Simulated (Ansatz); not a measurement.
Predict the output of the script below (Ansatz's Python interface).

Contents of `b2h6si.xyz`:
```text
9

B    -1.04660    0.45660   -1.09800
Si    0.46160    0.48080    0.04090
B     0.36140   -1.07110    1.18260
H    -1.32100   -0.49700   -1.64860
H    -1.33680    1.49380   -1.70720
H     0.48250    1.71910    0.86140
H     1.70830    0.42940   -0.77860
H     0.40650   -2.13830    0.71890
H     0.37250   -0.91960    2.41140
```

`b2h6si.py`
```python
# -*- coding: utf-8 -*-
import json

import ansatz as az
import numpy as np
import pandas as pd

BASIS_SET = "cc-pVDZ"

mol = az.Crystal.molecule_from_extxyz("b2h6si.xyz")

calculation = mol.calculation().basis(gaussian=BASIS_SET).functional(az.LibraryFunctional("wB97M-V")).forces()
out = calculation.run(threads=1)
report = out.report

print("reference energy %16.6f eV" % report["reference_energy_ev"])
print("total energy     %16.6f eV" % report["free_energy_ev"])
print("occupied (up, down):", report["n_occupied"], " virtual:", report["n_virtual"], " frozen:", report["n_frozen"])

field = report["mean_field"]
print("<S^2> =", round(abs(field["state"]["spin_squared"]), 4), " relativity:", field["relativity"])
print("passes:", field["passes"])
if "symmetry" in field:
    print("occupied orbitals by irrep:", field["symmetry"]["occupied"])

symbols = [site.symbol for site in mol.cartesian_sites]
forces = np.array(report["forces_ev_ang"])
print("largest force", round(float(np.linalg.norm(forces, axis=1).max()), 4), "eV/A, rms", round(float(np.sqrt((forces ** 2).mean())), 4))

charges = report["charge_distribution"]
table = pd.DataFrame({"atom": symbols, "mulliken": charges["mulliken_charges_e"], "lowdin": charges["lowdin_charges_e"]})
print(table.round(3).to_string())
print("dipole (e A):", np.round(charges["dipole_moment_e_ang"], 4) + 0.0)
with open("b2h6si.json", "w") as handle:
    json.dump({k: report[k] for k in ("free_energy_ev", "reference_energy_ev", "n_occupied", "n_virtual")}, handle, indent=1)
```

Running `python b2h6si.py` prints:
```text
reference energy     -9322.774931 eV
total energy         -9322.774931 eV
occupied (up, down): [15, 15]  virtual: [61, 61]  frozen: 0
<S^2> = 0.0  relativity: none
passes: {'evaluations': 14, 'products': 11}
occupied orbitals by irrep: [{'A': 15}, {'A': 15}]
largest force 3.2055 eV/A, rms 0.9725
  atom  mulliken  lowdin
0    B    -0.007  -0.076
1   Si     0.227   0.216
2    B    -0.002  -0.086
3    H    -0.023  -0.013
4    H    -0.023   0.007
5    H    -0.082  -0.040
6    H    -0.038   0.003
7    H    -0.027  -0.012
8    H    -0.026   0.001
dipole (e A): [-0.0801 -0.0574 -0.0261]
```

`b2h6si.json`, as written:
```json
{
 "free_energy_ev": -9322.77493053625,
 "reference_energy_ev": -9322.77493053625,
 "n_occupied": [
  15,
  15
 ],
 "n_virtual": [
  61,
  61
 ]
}
```

What to keep in mind:
- These settings explore the input space; basis and method may be short of convergence.
- The geometry is a force-field or estimated start, not a minimum of this method, and the basis set is short of its limit.
- The Löwdin charges here are taken after orthogonalising the functions within each atom; they differ from plain Löwdin charges, and their signs can be unphysical.
- Hardware and time: 9.2 s on 1 thread of Arm Neoverse V2, on a shared host, peak memory 0.29 GiB.

(A comment or docstring line of the script was reworded after the run, the code is as it ran; lines on the test bed's own set-up are left out of the output.)
